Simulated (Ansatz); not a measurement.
Consider the isomerisation: `C/C(F)=C/N` → `NC1(F)CC1`.

Computed with Ansatz on PBE0-D4/def2-TZVP structures; ΔE is electronic, products minus reactants. CCSD(T)/CBS adds triple-zeta CCSD(T) − MP2 to the extrapolated MP2 energy (def2 sets, frozen cores). Functionals use def2-TZVPP. One conformer a species, not always the lowest.

```tsv
level	ΔE (eV)
PBE-D4	0.31
CCSD/def2-TZVPP	0.25
HF/def2-QZVPP	0.35
MP2/CBS(def2)	0.22
```

**Question.** What does CCSD(T)/CBS give? (An estimate is asked.)

**Answer.** Ansatz gave: +0.30 eV. The listed levels differ from it by 0.01, -0.05, 0.05, -0.08 eV.

Largest T1 diagnostic among the species: 0.012.

From PBE to PBE0 (25 % exact exchange), in def2-TZVPP and without D4, ΔE moves by −0.10 eV. In def2-TZVPP, CCSD(T) changes the Hartree–Fock value by −0.07 eV (the triples alone add +0.02 eV) and MP2 by −0.15 eV.
